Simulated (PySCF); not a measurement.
```xyz
5
charge 0 multiplicity 1, angstrom
P     0.0000    0.8375   -0.3365
S     0.0000   -0.9485    0.3812
H     1.0831    1.2178   -1.1632
H    -0.0001    1.9172    0.5773
H    -1.0830    1.2178   -1.1633
```

Level of theory: PBE0/[P def2-TZVP, S def2-TZVP, H def2-TZVP], no relativity, density fitting, PySCF.

This geometry of H3PS is a stationary point at this level.

Problem. What is the point group?

Solution. C3v.

Problem. Is it a minimum?

Solution. Yes: all harmonic wavenumbers are real.

Problem. List the harmonic modes with their infrared intensities.

Solution. 
```csv
symmetry,ω (cm⁻¹),"IR (km/mol, summed over degenerate members)",type
a1,694,53.0,stretch
e,726,1.3,bend
e,1109,27.2,bend
a1,1126,187,bend
e,2408,88.3,stretch
a1,2424,109,stretch
```

Problem. What are the dipole moment and the gap between the highest occupied and lowest empty levels?

Solution. 3.56 D and 6.96 eV.

In C3v the vibrations span 3a1 + 3e.

This need not be the most stable arrangement of these atoms.
